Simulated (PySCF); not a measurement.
Point groups of optimised structures. Level of theory: PySCF, PBE0-D3(BJ)/def2-SVP geometry optimisation, gas phase. The symmetry is that of the one conformer found, every atom within 0.08 Å of its image; none is proved a minimum here.

**Question.** `[Br:1][c:2]1[cH:3][cH:4][n:5][s:6]1`: symmetry, top, dipole?

**Answer.** Cs; near-prolate asymmetric top; symmetry number 1; 2 operations, which sort the 8 atoms into 8 sets; dipole 1.74 D, in the ab plane, which is the mirror; A, B, C = 5773, 1127, 943.1 MHz; heavy atoms equivalent by symmetry: none.

**Question.** carbonyl selenide, `O=C=[Se]`: symmetry, top, dipole?

**Answer.** C∞v; linear; symmetry number 1; dipole 0.69 D, along the axis.

**Question.** Point group, rotor type and polarity of `[CH:1]#[C:2][CH:3]=[S:4]`?

**Answer.** Cs; near-prolate asymmetric top; symmetry number 1; 2 operations, which sort the 6 atoms into 6 sets; dipole 2.16 D, in the ab plane, which is the mirror; heavy atoms equivalent by symmetry: none.

**Question.** Point group, rotor type and polarity of `[CH3][Mg][Br]` (MgMeBr)?

**Answer.** C3v; prolate symmetric top; symmetry number 3; 6 operations, which sort the 6 atoms into 4 sets; dipole 2.12 D, along the axis.

**Question.** `[CH:1]1=[CH:2][GeH2:3][CH:4]=[CH:5]1`: symmetry, top, dipole?

**Answer.** C2v; asymmetric top; symmetry number 2; 4 operations, which sort the 11 atoms into 6 sets; dipole 0.35 D, along a, the twofold axis; A, B, C = 6566, 3265, 2242 MHz; heavy atoms equivalent by symmetry: C1/C5, C2/C4.
